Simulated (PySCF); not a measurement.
Electronic absorption of C4H9P

Species: C4H9P.
InChI=1S/C4H9P/c1-4-5(2)3/h4H,1H2,2-3H3

Theory: TDDFT B3LYP/def2-SVPD, vertical, gas phase, core orbitals frozen in the response in PySCF. One conformer (not necessarily the lowest) at the GFN2-xTB geometry, without solvent, vibrations or thermal averaging. Torsions of this conformer, `[CH2:1]=[CH:2][P:3]([CH3:4])[CH3:5]`: C1–C2–P3–C4 32°.

| state | E (eV) | λ (nm) | f | \|μ\| (D) | main configurations (H = HOMO, L = LUMO) |
| --- | --- | --- | --- | --- | --- |
| S1 | 5.26 | 235.8 | 0.157 | 2.81 | H→L (94%) |
| S2 | 5.96 | 207.9 | 0.047 | 1.45 | H→L+1 (96%) |
| S3 | 6.15 | 201.5 | 0.040 | 1.31 | H→L+2 (98%) |
| S4 | 6.49 | 191.1 | 0.029 | 1.09 | H→L+3 (94%) |
| S5 | 6.98 | 177.7 | 0.043 | 1.28 | H→L+4 (94%) |
| S6 | 7.05 | 175.8 | 0.116 | 2.08 | H-1→L (60%), H-2→L (20%), H-3→L (10%) |
| S7 | 7.20 | 172.3 | 0.019 | 0.84 | H→L+5 (87%) |
| S8 | 7.34 | 168.9 | 0.177 | 2.52 | H→L+6 (88%) |

Triplets, Tamm–Dancoff:

| state | E (eV) | λ (nm) | main configurations (H = HOMO, L = LUMO) |
| --- | --- | --- | --- |
| T1 | 4.00 | 309.7 | H→L (82%), H-1→L (13%) |
| T2 | 5.23 | 237.3 | H-1→L (54%), H→L+1 (15%), H→L (11%) |
| T3 | 5.30 | 234.1 | H→L+1 (39%), H→L+2 (27%), H-1→L (13%) |

The lowest singlet lies at 5.26 eV (236 nm, ultraviolet) and is strong; its leading configuration is HOMO→LUMO (94%). The most intense listed level is S8 at 7.34 eV (169 nm, f = 0.177), 2.08 eV above S1. It is the last of those listed, so stronger ones may follow. Löwdin shares by element: HOMO phosphorus 51%, carbon 34% or more (atoms not listed hold the other 16%); LUMO carbon 61% or more, phosphorus 12%, hydrogen 5% or more (atoms not listed hold the other 22%). Orbital energies (eV): HOMO-3 -9.20, HOMO-2 -8.96, HOMO-1 -7.94, HOMO -6.20, LUMO -0.35, LUMO+1 0.54, LUMO+2 0.72. Of the 8 states listed, 8 reach f = 0.01 and none stays under 0.0005. Weighted by f, the mean energy of these states is 6.52 eV. Singlets were solved by full linear response, triplets in the Tamm–Dancoff approximation.
